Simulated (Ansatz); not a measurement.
**A ladder of methods for [SiH3]− (SMILES [SiH3-])**

[SiH3]−: 4 atoms, total charge -1, spin state singlet. SMILES: `[SiH3-]`. The coordinates come from a PBE0-D4/def2-TZVPD relaxation.

```csv
atom,x (Å),y (Å),z (Å)
Si,0.5397,-0.0507,-0.3009
H,0.4266,0.6223,1.0859
H,-0.2985,-1.2837,0.1068
H,-0.6678,0.7122,-0.8918
```

Quantity: the energy change with the Si1–H2 bond stretched from 1.546 to 3.864 Å, in eV. The values are calculated.

```
                      level                    kind  program  value (eV)  CPU time (all runs)
     PBE/6-31G (restricted)                     GGA   Ansatz        2.91                1.1 s
  revPBE/6-31G (restricted)                     GGA   Ansatz        2.83                1.1 s
 r2SCAN0/6-31G (restricted)         hybrid meta-GGA   Ansatz        3.44                2.4 s
 wB97M-V/6-31G (restricted)  range-separated hybrid   Ansatz        3.60                9.3 s
   wB97X/6-31G (restricted)  range-separated hybrid   Ansatz        3.72                4.6 s
 RPA@PBE/6-31G (restricted)                     RPA   Ansatz        2.36                1.6 s
     MP2/6-31G (restricted)     perturbation theory   Ansatz        3.44                0.3 s
CCSDT(Q)/6-31G (restricted)   coupled cluster or CI   Ansatz        2.66               0.62 s
                  FCI/3-21G      exact in the basis   Ansatz        2.76                5.2 s
```

Sets without diffuse functions describe the anion poorly. The first shape isn't each level's own minimum. The values span 2.36 to 3.72 eV. All rows use very small basis sets, so even the best lies far from the true value. CPU times are rough (shared hosts, several kinds of processor): they show what a rung costs within a factor of a few.
